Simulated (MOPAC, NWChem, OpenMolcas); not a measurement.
# How methods differ on BHF2 (SMILES FBF)

BHF2: 4 atoms, total charge 0, spin state singlet. As SMILES, `FBF`. The shape is that of a PBE0-D4/def2-TZVP optimisation.

```tsv
atom	x (Å)	y (Å)	z (Å)
F	1.1543	0.4569	-0.3619
B	-0.0019	-0.0310	0.0252
F	-1.0954	0.5287	-0.4389
H	-0.0570	-0.9546	0.7756
```

Quantity: the dipole moment, in D. The values are calculated.

| level | kind | program | value (D) | CPU time |
| --- | --- | --- | --- | --- |
| MNDO | semi-empirical | MOPAC | 1.16 | under 2 s |
| HF/def2-TZVPP | Hartree–Fock | OpenMolcas | 1.14 | 12 s |
| SVWN5/def2-TZVPP | LDA | OpenMolcas | 0.81 | 18 s |
| revPBE/def2-TZVPP | GGA | OpenMolcas | 0.74 | 25 s |
| TPSS/def2-TZVPP | meta-GGA | OpenMolcas | 0.79 | 32 s |
| B3LYP/def2-TZVPP | global hybrid | NWChem | 0.89 | 17 s |
| PBE0/def2-TZVPP | global hybrid | NWChem | 0.89 | 15 s |
| wB97X/def2-TZVPP | range-separated hybrid | NWChem | 0.91 | 1.7 min |

The values span 0.74 to 1.16 D. Magnitudes only. Times are those of the runs behind each value, whatever else they computed, on shared processors of several kinds: orders of magnitude only.
